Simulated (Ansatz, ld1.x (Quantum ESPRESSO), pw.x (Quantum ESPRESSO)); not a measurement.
# pw.x on sc Tl: one setting changed

Potential: norm-conserving Troullier–Martins (Kleinman–Bylander form), ld1.x (Quantum ESPRESSO) 7.5, PBEsol; core [Xe] 4f14, reference 5d10 6s1.5 6p1.5; waves: 6p (bound): rc 2.45 bohr; 5d (bound): rc 1.45 bohr; 6s (bound): rc 1.95 bohr; local part: the s channel; core correction: a·sin(br)/r model core inside 1.50 bohr.

The reference run (k-mesh 10³, cutoffs 110/440 Ry, Fermi–Dirac 0.01 Ry, mixing_beta 0.4, conv_thr 1e-9, no spin) gives 0.22 GPa at 31.205 Å³/atom, where all-electron LAPW gives -0.17 GPa. This run, with its own iteration cap, changes degauss to 0.005.

```
&control
  calculation='scf', prefix='x', pseudo_dir='./', outdir='./tmp', tstress=.true., disk_io='none'
/
&system
  ibrav=0, nat=1, ntyp=1, ecutwfc=110, ecutrho=440, nbnd=14,
  occupations='smearing', smearing='fd', degauss=0.005
/
&electrons
  conv_thr=1e-09, mixing_beta=0.4, electron_maxstep=50
/
ATOMIC_SPECIES
Tl 1.0 Tl.UPF
CELL_PARAMETERS angstrom
  3.14828999 0.00000000 0.00000000
  0.00000000 3.14828999 0.00000000
  0.00000000 0.00000000 3.14828999
ATOMIC_POSITIONS crystal
Tl 0.0000 0.0000 0.0000
K_POINTS automatic
10 10 10 0 0 0
```

```bash
pw.x < Tl.scf.in > Tl.scf.out
```

Q: How does the run end?

A: It converges in 7 iterations; the free energy moves by +13.0 meV/atom and the pressure by -0.09 GPa. In a metal, with Fermi–Dirac smearing, F lies below its zero-width value by a term in the square of the width.

```
Message from routine setup:
     using ibrav=0 with symmetry is DISCOURAGED, use correct ibrav instead
     lattice parameter (alat)  =       5.9494  a.u.
     unit-cell volume          =     210.5818 (a.u.)^3
     number of electrons       =        13.00
     number of Kohn-Sham states=           14
     kinetic-energy cutoff     =     110.0000  Ry
     charge density cutoff     =     440.0000  Ry
     scf convergence threshold =      1.0E-09
     Exchange-correlation= PBESOL
     number of k points=    56  Fermi-Dirac smearing, width (Ry)=  0.0050
     iteration #  1     ecut=   110.00 Ry     beta= 0.40
     c_bands:  1 eigenvalues not converged
     total energy              =    -105.89732084 Ry
     estimated scf accuracy    <       0.00342017 Ry
     iteration #  2     ecut=   110.00 Ry     beta= 0.40
     total energy              =    -105.89744943 Ry
     estimated scf accuracy    <       0.00060757 Ry
     iteration #  3     ecut=   110.00 Ry     beta= 0.40
     total energy              =    -105.89748655 Ry
     estimated scf accuracy    <       0.00006865 Ry
     iteration #  4     ecut=   110.00 Ry     beta= 0.40
     total energy              =    -105.89748858 Ry
     estimated scf accuracy    <       0.00000023 Ry
     iteration #  5     ecut=   110.00 Ry     beta= 0.40
     total energy              =    -105.89748863 Ry
     estimated scf accuracy    <       0.00000010 Ry
     iteration #  6     ecut=   110.00 Ry     beta= 0.40
     total energy              =    -105.89748864 Ry
     estimated scf accuracy    <       0.00000001 Ry
     iteration #  7     ecut=   110.00 Ry     beta= 0.40
     the Fermi energy is     9.4902 ev
!    total energy              =    -105.89748864 Ry
     estimated scf accuracy    <          5.0E-11 Ry
     smearing contrib. (-TS)   =      -0.00071529 Ry
     The total energy is F=E-TS. E is the sum of the following terms:
     one-electron contribution =     -28.07412534 Ry
     hartree contribution      =      23.29159500 Ry
     xc contribution           =     -20.51740918 Ry
     ewald contribution        =     -80.59683383 Ry
     convergence has been achieved in   7 iterations
          total   stress  (Ry/bohr**3)                   (kbar)     P=        1.31
     Message from routine punch:
     Nothing written, as per user request (disk_io='none')
```

The run took about 26 s on one core of a shared host (Neoverse-V1, 32 threads, 247 GiB, load 14).
